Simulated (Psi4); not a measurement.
**C2ClFO (SMILES O=C=C(F)Cl): MP2/aug-cc-pVDZ**

Aim: the vertical singlet–triplet gap of C2ClFO at MP2/aug-cc-pVDZ, from 2 runs. 

Program for the calculation: Psi4 1.11.

1 further run of the same task is left out (set aside as unsound or not needed).

**1. The structure to begin with**

C2ClFO has 5 atoms, charge 0, and is taken as a singlet. As SMILES, `O=C=C(F)Cl`. Geometry: relaxed at GFN2-xTB.

Bond lengths: O1–C2 1.161 Å, C2–C3 1.304 Å, C3–F4 1.345 Å, C3–Cl5 1.736 Å. Angles: O1–C2–C3 175.5°, C2–C3–F4 124.3°, C2–C3–Cl5 119.5°, F4–C3–Cl5 116.2°.

**2. The energy at MP2/aug-cc-pVDZ**

File run.py:

```python
import numpy as np
from ase.calculators.psi4 import Psi4
from ase import Atoms

a = Atoms(['O', 'C', 'C', 'F', 'Cl'], positions=[
    [-1.002990, -0.767880, 1.590460],
    [-0.386740, -0.413190, 0.672780],
    [0.265680, 0.078810, -0.343610],
    [1.193360, -0.595910, -1.046840],
    [-0.069310, 1.698180, -0.872800],
])
calc = Psi4(atoms=a, method='mp2', basis='aug-cc-pVDZ', memory='1600MB', num_threads=1, charge=0, multiplicity=1, label='psi4-calc', reference='rhf')
calc.psi4.set_options({'puream': True, 'e_convergence': 1e-09, 'd_convergence': 1e-08, 'scf_type': 'pk', 'num_frozen_docc': 9, 'mp2_type': 'conv'})
a.calc = calc

print(f'energy: {a.get_potential_energy():.6f} eV')
```

Started as:

```bash
$ python run.py
```

psi4-calc.dat:

```text
[...]
  Running in c1 symmetry.
[...]
  Nuclear repulsion =  193.684345942116039
[...]
  Multiplicity = 1
[...]
  Nalpha       = 23
  Nbeta        = 23
[...]
    Number of basis functions: 119
[...]
   @RHF iter   1:  -709.41154549999908   -5.89687e-01   3.34635e-03 ADIIS/DIIS
[...]
   @RHF iter  13:  -709.48830999400468   -1.34150e-11   9.73529e-09 DIIS
[...]
    Orbital Energies [Eh]
    ---------------------
    Doubly Occupied:
       1A   -104.885178     2A    -26.368812     3A    -20.675781
       4A    -11.424370     5A    -11.409381     6A    -10.610099
       7A     -8.078015     8A     -8.074415     9A     -8.073990
      10A     -1.674023    11A     -1.510194    12A     -1.195902
      13A     -1.049349    14A     -0.828866    15A     -0.767075
      16A     -0.746129    17A     -0.741761    18A     -0.672878
      19A     -0.638744    20A     -0.603408    21A     -0.532461
      22A     -0.503682    23A     -0.374190
[...]
  @RHF Final Energy:  -709.48830999400468
   => Energetics <=
    Nuclear Repulsion Energy =            193.6843459421160389
    One-Electron Energy =               -1363.4679044620929744
    Two-Electron Energy =                 460.2952485259721698
    Total Energy =                       -709.4883099940046804
[...]
 Multipole Moments:
 ------------------------------------------------------------------------------------
     Multipole            Electronic (a.u.)      Nuclear  (a.u.)        Total (a.u.)
 ------------------------------------------------------------------------------------
 L = 1.  Multiply by 2.5417464519 to convert [e a0] to [Debye]
 Dipole X            :          0.9986411           -1.0128163           -0.0141753
 Dipole Y            :          0.4567897           -0.3692994            0.0874904
 Dipole Z            :         -1.4183635            1.3794283           -0.0389352
 Magnitude           :                                                    0.0968063
[...]
	SCS-MP2 Total Energy (a.u.)        :  -710.25042741024401
	SOS-MP2 Total Energy (a.u.)        :  -710.17771137741045
	SCSN-MP2 Total Energy (a.u.)       :  -709.87225064736560
[...]
	SOS-PI-MP2 Total Energy (a.u.)     :  -710.29261160797807
[...]
	MP2 Total Energy (a.u.)            :  -710.28095924534330
[...]
```

On the terminal:

```text
energy: -19327.729368 eV
```

Run time: 14 s. Hardware: 1 thread of AMD EPYC 9R45 (Zen 5), shared host; peak memory 1 GiB.

**3. The triplet**

File calc.inp:

```
memory 1600 MB

molecule molecule1 {
  0 3
  O     -1.002990    -0.767880     1.590460
  C     -0.386740    -0.413190     0.672780
  C      0.265680     0.078810    -0.343610
  F      1.193360    -0.595910    -1.046840
  Cl    -0.069310     1.698180    -0.872800
  symmetry c1
  no_reorient
  no_com
}

set {
  reference uhf
  puream true
  e_convergence 1e-09
  d_convergence 1e-08
  scf_type pk
  num_frozen_docc 9
  mp2_type conv
  maxiter 200
}

energy("mp2/aug-cc-pVDZ")
print_variables()
```

Started as:

```bash
$ psi4 calc.inp calc.out -n 1
```

calc.out:

```text
[...]
  Running in c1 symmetry.
[...]
  Nuclear repulsion =  193.684345942116039
[...]
  Multiplicity = 3
[...]
  Nalpha       = 24
  Nbeta        = 22
[...]
    Number of basis functions: 119
[...]
   @UHF iter   1:  -709.31059649595113   -4.88738e-01   3.78763e-03 DIIS/ADIIS
[...]
   @UHF iter  20:  -709.43234432913277   -5.45697e-12   5.24591e-09 DIIS
[...]
   @S^2 Observed:                2.053747458E+00
[...]
    Orbital Energies [Eh]
    ---------------------
    Alpha Occupied:
       1A   -104.890933     2A    -26.386688     3A    -20.662711
       4A    -11.469725     5A    -11.353806     6A    -10.617016
       7A     -8.085062     8A     -8.082647     9A     -8.080584
      10A     -1.701709    11A     -1.510627    12A     -1.229122
      13A     -1.086816    14A     -0.858527    15A     -0.784103
      16A     -0.780345    17A     -0.763888    18A     -0.700615
      19A     -0.677116    20A     -0.638774    21A     -0.566195
      22A     -0.517856    23A     -0.431415    24A     -0.324784
    Alpha Virtual:
      25A      0.057548    26A      0.073260    27A      0.087274
[...]
  @UHF Final Energy:  -709.43234432913277
   => Energetics <=
    Nuclear Repulsion Energy =            193.6843459421160389
    One-Electron Energy =               -1363.3974298313337385
    Two-Electron Energy =                 460.2807395600848395
    Total Energy =                       -709.4323443291327749
  UHF NO Occupations:
  HONO-2 :   22  A 1.9819223
  HONO-1 :   23  A 1.0000000
[...]
 Multipole Moments:
 ------------------------------------------------------------------------------------
     Multipole            Electronic (a.u.)      Nuclear  (a.u.)        Total (a.u.)
 ------------------------------------------------------------------------------------
 L = 1.  Multiply by 2.5417464519 to convert [e a0] to [Debye]
 Dipole X            :         -1.4038626            1.5338718            0.1300092
 Dipole Y            :        -28.6930130           29.0196737            0.3266607
 Dipole Z            :         17.7320015          -18.0666510           -0.3346495
 Magnitude           :                                                    0.4853864
[...]
	SCS-MP2 Total Energy (a.u.)        :  -710.16054990274120
	SOS-MP2 Total Energy (a.u.)        :  -710.08790315026420
	SCSN-MP2 Total Energy (a.u.)       :  -709.81591918221170
[...]
	SOS-PI-MP2 Total Energy (a.u.)     :  -710.19716295378601
[...]
	MP2 Total Energy (a.u.)            :  -710.19658360417338
[...]
```

Run time: 17 s. Hardware: 1 thread of AMD EPYC 9R45 (Zen 5), shared host; peak memory 1 GiB.

**4. Outcome**

Level: MP2/aug-cc-pVDZ, 9 core orbitals frozen.

```
                                                           quantity          value
                                              singlet: total energy  -710.28096 Eh
                       singlet: HOMO energy (Hartree–Fock orbitals)      -10.18 eV
                       singlet: LUMO energy (Hartree–Fock orbitals)        1.30 eV
                     singlet: HOMO–LUMO gap (Hartree–Fock orbitals)       11.49 eV
               singlet: correlation energy (9 core orbitals frozen)     -792.6 mEh
                                              triplet: total energy  -710.19658 Eh
triplet: HOMO energy (Hartree–Fock orbitals) (highest over α and β)       -8.84 eV
 triplet: LUMO energy (Hartree–Fock orbitals) (lowest over α and β)        0.01 eV
               triplet: correlation energy (9 core orbitals frozen)     -764.2 mEh
                         triplet: ⟨S²⟩ of the reference determinant          2.054
                   vertical energy of the triplet above the singlet       2.296 eV
```

What this shows: At this shape the triplet lies 2.30 eV (222 kJ/mol) above the singlet.
